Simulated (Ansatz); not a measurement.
## bcc Li

Calculation: HSE06-D3(BJ) (PAW; Ansatz, an electronic-structure program).

Run with plane-wave cutoff 460 eV, 14×14×14 k mesh, Fermi–Dirac smearing 0.05 eV, scalar-relativistic PAW data made under PBE.

Cell: relaxed at this level.

```yaml
volume_per_atom: 18.35 Å³/atom
bulk_modulus: 15.5 GPa
equilibrium_lattice_constant_a: 3.323 Å
pressure derivative B′ of the bulk modulus: 3.4
```

Measured, for comparison: equilibrium volume per atom 20.51 Å³/atom (low-temperature or extrapolated to 0 K; zero-point anharmonic expansion removed; as tabulated in Csonka et al. (2009), arXiv:0903.4037); bulk modulus 13.8 GPa (corrected for temperature and zero-point phonon effects, our sources range from 13.1 to 13.9; as tabulated in Levämäki et al. (2014), arXiv:1402.3671); lattice constant a 3.449 Å (low-temperature or extrapolated to 0 K; zero-point anharmonic expansion removed, our sources range from 3.443 to 3.453; as tabulated in Csonka et al. (2009), arXiv:0903.4037). Computed (rounded) less measured: equilibrium volume per atom -10.5 %, bulk modulus +12 % (+12 % to +18 % over the range), lattice constant a -3.7 % (-3.5 % to -3.8 % over the range).

Computed values are for the static lattice.

The result took around 12 core-minutes (rough).
